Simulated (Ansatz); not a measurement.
Input for Ansatz (development build ahead of 0.2.0):

```yaml
crystal:
  periodic: [false, false, false]
  atoms:
    - { symbol: Cl, position_ang: [0.0, 0.0, 0.0711] }
    - { symbol: H, position_ang: [0.0, 0.0, -1.8489] }
basis:
  gaussian: { orbitals: pcseg-2 }
hamiltonian:
  xc: pbe
```

The input is written out in the form of the current development build from the run's settings.

The run gave:

* Converged: yes
* Total energy: -460.55502 hartree
* Spin squared of the determinant: 0.000
* Stability test: minimum among restricted orbitals
